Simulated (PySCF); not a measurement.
Species: diacetylene, C4H2.
Numbering: `[CH:1]#[C:2][C:3]#[CH:4]` (hydrogens: H5 on C1; H6 on C4)

Computed with MP2 and CCSD/aug-cc-pVDZ in PySCF, restricted Hartree–Fock reference, frozen core, non-relativistic, gas phase, PBE0-D3(BJ)/def2-SVP geometry.

E(HF) = -152.51124 Eh.

(1) How large is the problem?

(2) What are the MP2 and CCSD correlation energies?

(3) What is the T1 diagnostic?

## Answers

(1) 110 basis functions and 26 electrons; 4 orbitals frozen, which leaves o = 9 correlated occupied and v = 97 virtual orbitals. That is o·v = 873 singles and o·v(o·v + 1)/2 = 381501 distinct closed-shell doubles amplitudes before symmetry; the costliest CCSD step grows as o²v⁴ = 7.2 × 10^9.

(2) MP2 -0.5146 Eh and CCSD -0.5302 Eh, which gives totals of -153.02581 and -153.04149 Eh. That is 0.802 eV for each correlated electron at CCSD (1392 kJ/mol in all, 0.346 % of the total energy); MP2 gives 97.0 % of the CCSD value.

(3) 0.0128, below the customary warning level of 0.02. It is the norm of the spatial-orbital singles amplitudes over the root of the number of correlated electrons, so the norm is 0.054.

No triples correction and no basis-set extrapolation were made.

The job also held the EOM ionisation and excitation roots. The run took 4.3 min on Arm Neoverse V2, one thread, no GPU, shared host with 96 logical CPUs at a one-minute load of 51, and the process peaked at 1.4 GiB of memory.
